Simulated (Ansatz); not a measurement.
in.yaml

```yaml
crystal:
  periodic: [false, false, false]
  atoms:
    - {symbol: C, position_ang: [0.000000, -0.932795, 1.886850]}
    - {symbol: Ga, position_ang: [0.000000, 0.371055, 0.454194]}
    - {symbol: Cl, position_ang: [0.000000, -0.357987, -1.596247]}
    - {symbol: H, position_ang: [0.000000, -1.960282, 2.243752]}
basis:
  gaussian: {orbitals: cc-pVDZ}
total_charge: 1
magnetization: {spin_polarized: true, initial_magnetization: 2}
correlation: {method: ccsdt_q, electrons: outside_noble_gas}
```

```sh
$ ansatz run in.yaml --threads 1 --pin off --events-out ev --progress --plain --max-ram 2393MiB
```

The program prints:

```
1253 factors; integrals over basis functions are off by at most 1.9e-7 eV
mean field evaluation 1: about -65870.7915 eV, gradient 1.9e1 eV
mean field evaluation 2: about -65870.7988 eV, gradient 1.9e1 eV
mean field evaluation 4: about -65873.5163 eV, gradient 2.2e0 eV
mean field evaluation 8: about -65873.6690 eV, gradient 2.4e-1 eV
mean field evaluation 16: about -65872.9620 eV, gradient 9.4e0 eV
mean field evaluation 32: about -65872.4419 eV, gradient 3.8e0 eV
mean field evaluation 64: about -65872.6407 eV, gradient 1.9e-1 eV
mean field evaluation 96: about -65872.5997 eV, gradient 1.1e0 eV
mean field evaluation 128: about -65872.5780 eV, gradient 1.9e-1 eV
mean field evaluation 160: about -65871.3771 eV, gradient 1.8e-3 eV
...
cycle  18  -8.19138130 eV  change    2.8e-5 eV  update   4.0e-5
cycle  19  -8.19136250 eV  change    1.9e-5 eV  update   2.7e-5
cycle  20  -8.19136709 eV  change   -4.6e-6 eV  update   1.8e-5
cycle  21  -8.19138335 eV  change   -1.6e-5 eV  update   1.2e-5
cycle  22  -8.19139152 eV  change   -8.2e-6 eV  update   8.3e-6
cycle  23  -8.19139526 eV  change   -3.7e-6 eV  update   6.0e-6
cycle  24  -8.19139675 eV  change   -1.5e-6 eV  update   4.6e-6
cycle  25  -8.19139891 eV  change   -2.2e-6 eV  update   3.4e-6
cycle  26  -8.19140056 eV  change   -1.7e-6 eV  update   2.4e-6
cycle  27  -8.19140180 eV  change   -1.2e-6 eV  update   1.5e-6
perturbative correction -0.02379765 eV, -0.0008745473 hartree
Total energy: -65881.88980318 eV, -2421.1147939179 hartree
```

Ran on 1 thread of Arm Neoverse V2, shared host: 1.7 min wall, 0.68 GiB peak host memory.
